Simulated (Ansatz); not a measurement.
Basis-set extrapolation for C₄H₅F, SMILES `FCC1=CC1` (PBE0-D4/def2-TZVP geometry, frozen core, Ansatz). Multiplicity 1, RHF reference.

|  | def2-TZVPP | def2-QZVPP |
| --- | --- | --- |
| HF | -253.817892 | -253.828959 |
| MP2 correlation | -0.893930 | -0.959327 |
| CCSD(T) correlation | -0.960029 | not run |

Energies in hartree. Use E(X) = E(∞) + A·exp(−7.88·√X) for Hartree–Fock and E(X) = E(∞) + B·X^(−2.97) for correlation, with X = 3 and 4, and add CCSD(T) minus MP2 of the smaller set to the MP2 limit.

Question: What is the CCSD(T) energy at the basis-set limit?

Answer: HF limit: -253.828959 + (-0.011067) × 0.13774 = -253.83048. MP2 limit: -0.959327 + (-0.065397) × 0.74074 = -1.00777. Higher-order term: -0.960029 − (-0.893930) = -0.06610. Total: -254.90435 hartree, 79.3 kcal/mol below CCSD(T)/def2-TZVPP.
